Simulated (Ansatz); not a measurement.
# BO+ (triplet): wave-function methods side by side, cc-pVDZ

One table from this session's results is given with a row withheld; the runs are named, their logs left out.

Program: Ansatz 0.2.0, Gaussian basis. Level of theory: cc-pVDZ, core rule «outside noble gas», up to 2 orbitals frozen. These are calculated values, not measurements.

The runs, in order: UHF; CCSD(T) on ROHF; CCSD(T) on UHF; BCCD(T) on ROHF; CISD as a restricted active space (open shells left free, so some higher excitations enter); CCSDT(Q) on ROHF; CCSDT(Q) on UHF; CASSCF and MRCISD+Q, 8 electrons in 8 orbitals; CASSCF and NEVPT2, 8 electrons in 8 orbitals.

21 further runs of the same task are left out: 2 for a known fault of the program, 8 that didn't finish, 11 set aside as unsound or not needed. Runs told in other sessions of the task aren't counted.

**The geometry**

The geometry is a PBE0/def2-TZVP stationary point (not a proven minimum) of the parent state, kept for this charge and spin.

2 atoms, charge 1, spin multiplicity 3.

Atoms are counted from 1 here; the program's logs count them from 0.

Bond lengths: B1–O2 1.403 Å.

Set-up of the first run:

The input, in.yaml:

```yaml
crystal:
  periodic: [false, false, false]
  atoms:
    - {symbol: B, position_ang: [0.000000, 0.000000, 0.000000]}
    - {symbol: O, position_ang: [0.000000, 0.000000, 1.403204]}
basis:
  gaussian: {orbitals: cc-pVDZ}
total_charge: 1
magnetization: {spin_polarized: true, initial_magnetization: 2}
hamiltonian: {xc: hf}
output: {orbitals: {seedname: orbitals}}
```

Command:

```sh
$ ansatz run in.yaml --threads 1 --pin off --events-out ev --progress --plain --max-ram 2393MiB
```

Steps of the session up to this table: UHF; CCSD(T) on ROHF; CCSD(T) on UHF; BCCD(T) on ROHF; CISD as a restricted active space (open shells left free, so some higher excitations enter); CCSDT(Q) on ROHF; CCSDT(Q) on UHF; CASSCF and MRCISD+Q, 8 electrons in 8 orbitals; CASSCF and NEVPT2, 8 electrons in 8 orbitals.

One table of the session follows, with a row left open; its other results are not shown here.

| method | from UCCSDT(Q) (meV) |
| --- | --- |
| ROHF | +5582.2 |
| UHF | +5469.8 |
| RMP2 | +702.1 |
| UMP2 | ? |
| CISD | +420.5 |
| RCCSD | +228.1 |
| UCCSD | +224.7 |
| RCCSD(T) | +48.9 |
| UCCSD(T) | +48.7 |
| BCCD(T) | +52.9 |
| RCCSDT | +17.1 |
| UCCSDT | +16.4 |
| RCCSDT(Q) | +7.2 |
| UCCSDT(Q) | 0 |
| CASSCF valence | +3095.9 |
| NEVPT2 valence | +567.6 |
| MRCISD valence | +129.5 |
| MRCISD+Q valence | +39.5 |

Q: Estimate the row for UMP2 from the others.

As computed: from UCCSDT(Q) (meV): +710.5. In the column «from UCCSDT(Q) (meV)» it lies between RMP2 (+702.1) and CASSCF valence (+3095.9).

To keep in mind: Restricted and unrestricted rows rest on different reference determinants; a gap between their highest levels can come from leftover correlation error, from unlike frozen cores or from another state.
